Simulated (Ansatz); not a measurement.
Equilibrium lattice constant a of some cubic elemental metals

Method: PBE-D3(BJ) (Ansatz, a quantum-chemistry and plane-wave program, plane waves, PAW). References are measured values corrected to a static lattice. The table is a random draw of 6 from 25 solids with such references.

Values in Å.

```tsv
solid	reference	PBE-D3(BJ)	error (%)
fcc Ir	3.831	3.841	+0.26
bcc Mo	3.141	3.130	-0.35
fcc Al	4.018	3.981	-0.92
bcc Ta	3.299	3.285	-0.42
antiferromagnetic bcc Cr	2.877	2.832	-1.56
bcc Rb	5.576¶	5.553	-0.41
```

Over these 6 solids the mean error is -0.57 %, the mean absolute error 0.66 % (median 0.42 %), and the worst case antiferromagnetic bcc Cr at -1.56 %; the value is too low in 5 of 6 cases. Over all 25, from unrounded values, the mean error is -0.80 % and the mean absolute error 1.08 % (median 0.90 %).

All these references are brought to a static lattice.

Spin–orbit coupling is left out, also for the solids with elements from indium on (fcc Ir, bcc Ta); its size isn't shown.

¶ marks references of a special kind: bcc Rb, 5.576 Å (measured, low-temperature or extrapolated to 0 K; zero-point anharmonic expansion removed; as tabulated in Csonka et al. (2009), arXiv:0903.4037).

Differences are worked out from the printed values.

Caveats: the commensurate order stands in for chromium's spin-density wave, and the size of the moments varies much between levels (antiferromagnetic bcc Cr). Ansatz's density-functional and Hartree–Fock values are scalar-relativistic unless marked +SOC, with PAW data made under PBE.

Ansatz's runs of these crystals have no spin polarisation, but for antiferromagnetic bcc Cr.

Density-functional runs with spin start from opposed moments for antiferromagnetic bcc Cr.

Not in this set, of the elemental metals with a reference value in our tables and a result at some level: 19 for a reference at room or unstated temperature. These can be a level's best or worst cases. Solids without a released value at any level aren't counted. Layered and molecular crystals are counted apart. The metals Ce to Yb are counted apart.

References as tabulated in Mejia-Rodriguez and Trickey (2018), arXiv:1807.09216; Levämäki et al. (2014), arXiv:1402.3671; Csonka et al. (2009), arXiv:0903.4037.
